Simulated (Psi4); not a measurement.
# CH2FNS (SMILES [H]/N=C(/F)S) at PBE/aug-cc-pVDZ (density fitting, sweep point 6)

We compute energy and forces of CH2FNS. 

The results are computed with Psi4 1.11.

7 further runs of the same task are left out: 1 that didn't finish, 6 set aside as unsound or not needed.

### Step 1. The system as given

The species is CH2FNS (6 atoms), meant as a singlet with charge 0. As SMILES, `[H]/N=C(/F)S`. The shape is that of a PBE0-D4/def2-TZVP optimisation. This is one conformer, not always the lowest.

Bond lengths: N1–C2 1.243 Å, C2–F3 1.332 Å, C2–S4 1.764 Å, N1–H5 1.013 Å, S4–H6 1.341 Å. Angles: N1–C2–F3 119.1°, N1–C2–S4 133.8°, F3–C2–S4 107.1°, C2–N1–H5 113.4°, C2–S4–H6 95.2°.

### Step 2. Energy and gradient at PBE/aug-cc-pVDZ (density fitting, sweep point 6)

Contents of input.inp:

```
memory 1600 MB

molecule system {
  0 1
  N      0.950900    -0.133600    -0.831100
  C      0.296700    -0.460400     0.174500
  F      0.690600    -1.513300     0.888300
  S     -1.148300     0.183500     0.953900
  H      0.576100     0.677000    -1.308300
  H     -1.323900     1.182700     0.076600
  symmetry c1
}

set {
  basis         aug-cc-pVDZ
  reference     rks
  scf_type      df
  diis_max_vecs 4
}

gradient('pbe')
print_variables()
```

Run with:

```
$ psi4 -i input.inp -o input.out -n 1
```

**Question.** What will come out? Wanted: total energy; dipole moment; HOMO energy; LUMO energy; HOMO–LUMO gap; largest force on an atom.

Answer, from the run:

At PBE/aug-cc-pVDZ (density fitting, sweep point 6):

| quantity | value |
| --- | --- |
| total energy | -591.73831 Eh |
| dipole moment | 2.79 D |
| HOMO energy | -6.78 eV |
| LUMO energy | -1.51 eV |
| HOMO–LUMO gap | 5.27 eV |
| largest force on an atom | 1.534 eV/Å |

**Reading.** The largest force is 1.53 eV/Å: the shape isn't a stationary point for this species at this level.
